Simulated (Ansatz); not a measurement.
Input for Ansatz (development build ahead of 0.2.0):

```yaml
crystal:
  periodic: [false, false, false]
  atoms:
    - { symbol: S, position_ang: [0.0, 0.0, 0.0] }
    - { symbol: H, position_ang: [1.47328, 0.0, 0.8506] }
    - { symbol: H, position_ang: [-1.47328, 0.0, 0.8506] }
basis:
  gaussian: { orbitals: "6-31G" }
magnetization:
  initial_magnetization: 2
hamiltonian:
  xc: hf
correlation:
  method: fci
  frozen_orbitals: { H: 0, S: 5 }
```

The input is written out in the form of the current development build from the run's settings.

The run gave:

```json
{"Converged": "yes", "Total energy": "-398.54448 hartree", "State": "lowest triplet root, of any spatial symmetry"}
```
